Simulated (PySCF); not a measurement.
**CS, singlet: reading a ladder of total energies**

Geometry: MP2(full)/6-31G*, from the G2/97 set.

```xyz
2

C     0.0000    0.0000    0.0000
S     0.0000    0.0000    1.5447
```

Basis 6-31G* (Cartesian d functions); PySCF 2.14.0. Only valence electrons are correlated (noble-gas cores frozen), which leaves 10 electrons in 28 orbitals. R marks a restricted (for open shells ROHF) determinant.

Full CI isn't at hand for all of this; RCCSDT(Q) serves as the reference, and is uncertain by about the last step of the cluster series.

```
    level  total energy (hartree)
      RHF             -435.303601
     RMP2             -435.542655
    RCCSD             -435.559409
 RCCSD(T)             -435.574071
   RCCSDT             -435.574966
RCCSDT(Q)             -435.575832
```

Problem. What is the correlation energy at RCCSDT(Q), and what share of it do RMP2 and RCCSD(T) recover?

Solution. E(corr) = -435.575832 − (-435.303601) = -0.272231 hartree = -7.408 eV. RMP2: -0.239054 / -0.272231 = 87.81 %. RCCSD(T): -0.270470 / -0.272231 = 99.35 %.

Problem. By how many kcal/mol does RCCSD(T) miss RCCSDT(Q) (1 hartree = 627.509 kcal/mol), and which steps make up the rest?

Solution. -435.574071 − (-435.575832) = 0.001761 hartree = 1.11 kcal/mol. Steps: RCCSDT − RCCSD(T) = -0.56, RCCSDT(Q) − RCCSDT = -0.54 kcal/mol. Differences between like states or geometries often cancel part of this.
